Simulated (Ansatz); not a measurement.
```yaml
crystal:
  periodic: [false, false, false]
  atoms:
    - {symbol: Al, position_ang: [-1.930657, 0.645703, -0.864367]}
    - {symbol: Si, position_ang: [0.477755, 0.751163, -0.445675]}
    - {symbol: Si, position_ang: [1.112284, -1.017903, 0.953432]}
    - {symbol: H, position_ang: [-2.495519, -0.208329, -2.078278]}
    - {symbol: H, position_ang: [-2.945863, 1.378639, 0.112463]}
    - {symbol: H, position_ang: [0.876919, 2.021220, 0.228839]}
    - {symbol: H, position_ang: [1.273580, 0.634589, -1.702832]}
    - {symbol: H, position_ang: [2.570212, -1.000129, 1.249615]}
    - {symbol: H, position_ang: [0.367723, -0.938239, 2.240409]}
    - {symbol: H, position_ang: [-1.880657, 0.645703, -0.814367]}
basis:
  gaussian: {orbitals: pcseg-2, final_grid: {core_spheres: 5, valence_spheres: 4, degree: 11}}
hamiltonian: {xc: {name: r2SCANh}, dispersion: d3bj}
accuracy: high
scf: {lower_state_search: off}
```

```sh
$ ansatz run in.yaml --threads 2 --pin off --events-out ev --progress --plain --max-ram 4352MiB
```

Shortened log:

```
Warning: the engine holds no damping parameters fitted to this dispersion correction and functional, so the run takes those fitted to r2scanh beside the three-body term, which d3bj leaves out (hamiltonian.dispersion, under Limitations)
Functional definition: r2SCANh
3434 factors; integrals over basis functions are off by at most 4.3e-8 eV
mean field evaluation 1: about -20700.8310 eV, gradient 8.6e1 eV
mean field evaluation 2: about -20692.6444 eV, gradient 6.6e1 eV
mean field evaluation 4: about -20703.8989 eV, gradient 2.0e1 eV
mean field evaluation 8: about -20703.0530 eV, gradient 2.4e1 eV
mean field evaluation 16: about -20707.4270 eV, gradient 2.0e-8 eV
mean field -20707.42701476 eV, -760.9839067941 hartree, gradient 2.0e-8 eV, S^2 0.000000; 0 other end points of the search recorded, 0 dependent functions left out
reference -20707.42701551 eV, -760.9839068219 hartree; 24, 24 occupied and 176, 176 virtual orbitals, 3434 factors
Total energy: -20707.49878407 eV, -760.9865442677 hartree
Checks for a lower state left out: stability, starts, cluster_reference, orbital_swaps, neighbouring_geometries, increment
```

What is wrong with this run?

One atom was put on top of another. Self-consistency was reached. The result belongs to that input, not to the molecule as meant.
